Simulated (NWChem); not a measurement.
Everything below was run with NWChem. System: formamide (CH3NO), charge 0, spin multiplicity 1, at a geometry optimised with PBE/def2-SVP. Level: constrained B3LYP/def2-SVP, VWN1-RPA local correlation.

Part of the output:

```
             Northwest Computational Chemistry Package (NWChem) 7.3.0
             --------------------------------------------------------

                                NWChem Input Module
                                -------------------

 Scaling coordinates for geometry "geometry" by  1.889725989
 (inverse scale =  0.529177249)

                             Geometry "geometry" -> ""
                             -------------------------

 Output coordinates in angstroms (scale by  1.889725989 to convert to a.u.)

  No.       Tag          Charge          X              Y              Z
 ---- ---------------- ---------- -------------- -------------- --------------
    1 N                    7.0000    -0.19820100    -1.08354000     0.00000000
    2 C                    6.0000    -0.31312700     0.27745300     0.00000000
    3 O                    8.0000     0.61858200     1.06425000     0.00000000
    4 H                    1.0000     0.73262700    -1.50538300     0.00000000
    5 H                    1.0000    -1.01839400    -1.68881600     0.00000000
    6 H                    1.0000    -1.39673000     0.60025600     0.00000000

 Effective nuclear repulsion energy (a.u.)      70.6327980625

            Nuclear Dipole moment (a.u.)
            ----------------------------
        X                 Y               Z
 ---------------- ---------------- ----------------
    -0.0000188973    -0.0000094486     0.0000000000


 Summary of "ao basis" -> "" (spherical)
 ------------------------------------------------------------------------------
       Tag                 Description            Shells   Functions and Types
 ---------------- ------------------------------  ------  ---------------------
 *                          def2-svp                  on all atoms

                                 NWChem DFT Module
                                 -----------------

 Summary of "ao basis" -> "ao basis" (spherical)
 ------------------------------------------------------------------------------
       Tag                 Description            Shells   Functions and Types
 ---------------- ------------------------------  ------  ---------------------
 N                          def2-svp                 6       14   3s2p1d
 C                          def2-svp                 6       14   3s2p1d
 O                          def2-svp                 6       14   3s2p1d
 H                          def2-svp                 3        5   2s1p
[...]
    36     -0.319160  3 O  py                 3     -0.315558  1 N  s
    35      0.274024  3 O  px                53      0.234600  6 H  s
    54      0.197698  6 H  s                  5      0.164053  1 N  py
    22     -0.144471  2 C  py                 8     -0.137358  1 N  py

 Vector   13  Occ=0.000000D+00  E= 1.166338D-02
              MO Center= -1.4D-01,  2.7D-01, -7.4D-11, r^2= 1.7D+00
   Bfn.  Coefficient  Atom+Function         Bfn.  Coefficient  Atom+Function
  ----- ------------  ---------------      ----- ------------  ---------------
    23      0.614125  2 C  pz                20      0.557990  2 C  pz
    37     -0.423758  3 O  pz                34     -0.371297  3 O  pz
     9     -0.355760  1 N  pz                 6      0.275165  1 N  pz
    57      0.032372  6 H  pz

 Vector   14  Occ=0.000000D+00  E= 3.913085D-02
              MO Center= -7.1D-01, -1.7D+00, -1.1D-10, r^2= 3.3D+00
   Bfn.  Coefficient  Atom+Function         Bfn.  Coefficient  Atom+Function
  ----- ------------  ---------------      ----- ------------  ---------------
     3      1.275075  1 N  s                 49     -1.270943  5 H  s
    44     -0.680597  4 H  s                  8     -0.363406  1 N  py
    54     -0.348245  6 H  s                 17      0.222881  2 C  s
     2      0.216309  1 N  s                 21     -0.207640  2 C  px
     5      0.198349  1 N  py                48     -0.136280  5 H  s

 Vector   15  Occ=0.000000D+00  E= 7.026800D-02
              MO Center= -4.3D-01, -5.3D-01, -1.5D-11, r^2= 5.3D+00
   Bfn.  Coefficient  Atom+Function         Bfn.  Coefficient  Atom+Function
  ----- ------------  ---------------      ----- ------------  ---------------
    54      1.419112  6 H  s                 44     -1.160614  4 H  s
    17     -0.958857  2 C  s                 21      0.643422  2 C  px
     3      0.579652  1 N  s                 49      0.411370  5 H  s
     7      0.389095  1 N  px                 4     -0.237095  1 N  px
    18      0.220080  2 C  px                16     -0.166200  2 C  s

     ---------------------------------------------
      Total Density - Mulliken Population Analysis
     ---------------------------------------------

    Atom       Charge   Shell Charges
 -----------   ------   -------------------------------------------------------
    1 N    7     7.13   1.99  0.98  0.35  2.50  1.29  0.01
    2 C    6     5.71   1.99  0.92  0.16  1.97  0.58  0.10
    3 O    8     8.43   1.99  1.09  0.75  2.85  1.73  0.02
    4 H    1     0.86   0.70  0.12  0.04
    5 H    1     0.87   0.71  0.11  0.04
    6 H    1     1.00   0.75  0.24  0.02

     -------------------------------------------
      Total Density - Lowdin Population Analysis
     -------------------------------------------

    Atom       Charge   Shell Charges
 -----------   ------   -------------------------------------------------------
    1 N    7     7.01   1.97  0.70  0.39  2.28  1.63  0.04
    2 C    6     5.85   1.96  0.60  0.30  1.76  0.99  0.25
    3 O    8     8.30   1.97  0.93  0.67  2.72  1.97  0.03
    4 H    1     0.91   0.58  0.21  0.12
    5 H    1     0.92   0.59  0.21  0.12
    6 H    1     1.01   0.65  0.30  0.06

 center of mass
 --------------
 x =   0.06990981 y =   0.10765851 z =   0.00000000

 moments of inertia (a.u.)
 ------------------
         145.898714220638         -43.483381907571           0.000000000000
         -43.483381907571          40.487701492886           0.000000000000
           0.000000000000           0.000000000000         186.386415713524

     Multipole analysis of the density
     ---------------------------------

     L   x y z        total         alpha         beta         nuclear
     -   - - -        -----         -----         ----         -------
     0   0 0 0     -0.000000    -12.000000    -12.000000     24.000000

     1   1 0 0     -0.873019     -0.436500     -0.436500     -0.000019
     1   0 1 0     -1.489647     -0.744819     -0.744819     -0.000009
     1   0 0 1     -0.000000     -0.000000     -0.000000      0.000000

     2   2 0 0    -12.049222    -19.325307    -19.325307     26.601392
     2   1 1 0     -1.370900    -11.447299    -11.447299     21.523698
     2   1 0 1     -0.000000     -0.000000     -0.000000      0.000000
     2   0 2 0    -12.401294    -47.660530    -47.660530     82.919766
     2   0 1 1     -0.000000     -0.000000     -0.000000      0.000000
     2   0 0 2    -13.561369     -6.780684     -6.780684      0.000000

 Task  times  cpu:        1.6s     wall:        1.6s

 Total times  cpu:        1.7s     wall:        1.7s
```

Problem. Write an NWChem input that would produce this output.

Solution. Several could match; the one computed here: 
```
start mol
memory heap 200 mb stack 900 mb global 1100 mb
geometry units angstroms nocenter noautoz noautosym
  N     -0.198201    -1.083540     0.000000
  C     -0.313127     0.277453     0.000000
  O      0.618582     1.064250     0.000000
  H      0.732627    -1.505383     0.000000
  H     -1.018394    -1.688816     0.000000
  H     -1.396730     0.600256     0.000000
end
basis spherical
  * library def2-svp
end
dft
  xc b3lyp
  semidirect memsize 60000000 filesize 0
  iterations 100
  convergence nolevelshifting
  cdft 3 3 charge -0.3 pop lowdin
end
task dft energy
```
